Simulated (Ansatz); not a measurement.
Cost and result up the ladder for the cluster S₄ (4 atoms). Total charge 0; singlet. Geometry: PBE0-D4/def2-TZVP.

```xyz
4

S     0.013   -1.241    0.751
S     0.543   -0.633   -1.186
S    -1.050    0.567    0.824
S     0.494    1.307   -0.389
```

Ansatz on 4 threads of Arm Neoverse V1 on a shared host. Times are rough, and most runs start from the orbitals of an earlier one. ωB97X-V/def2-TZVP serves as the yardstick here, not as an exact answer. Binding counts from free atoms at the same level (S triplet; other spins of the atoms weren't run), without zero-point energy or a counterpoise term.

HSE06 is defined as in plane-wave codes, on full-range PBE exchange. Correlated methods freeze 20 core orbitals. Another isomer (singlet) lies 0.63 eV lower at PBE0-D4/def2-TZVP; other spin states weren't run for this one.

Correlated methods converge slowly with the basis.

```
                         level  functions  wall time
PBE-D4/def2-TZVP (with forces)        148      1.1 s
             PBE0-D4/def2-TZVP        148      1.2 s
            HSE06-D4/def2-TZVP        148      1.6 s
           r2SCAN-D4/def2-TZVP        148      2.4 s
             ωB97X-V/def2-TZVP        148      3.3 s
            CCSD(T)/def2-TZVPP        168      4.4 s
```

(1) Estimate what each level gives for the binding energy per atom (eV).

## Answers

(1) 
```json
{"level": "PBE-D4/def2-TZVP (with forces)", "binding energy per atom (eV)": "2.58", "difference from ωB97X-V/def2-TZVP (eV)": "0.22"}
{"level": "PBE0-D4/def2-TZVP", "binding energy per atom (eV)": "2.39", "difference from ωB97X-V/def2-TZVP (eV)": "0.03"}
{"level": "HSE06-D4/def2-TZVP", "binding energy per atom (eV)": "2.39", "difference from ωB97X-V/def2-TZVP (eV)": "0.04"}
{"level": "r2SCAN-D4/def2-TZVP", "binding energy per atom (eV)": "2.36", "difference from ωB97X-V/def2-TZVP (eV)": "0.00"}
{"level": "ωB97X-V/def2-TZVP", "binding energy per atom (eV)": "2.36", "difference from ωB97X-V/def2-TZVP (eV)": "0.00"}
{"level": "CCSD(T)/def2-TZVPP", "binding energy per atom (eV)": "2.08", "difference from ωB97X-V/def2-TZVP (eV)": "-0.27"}
```
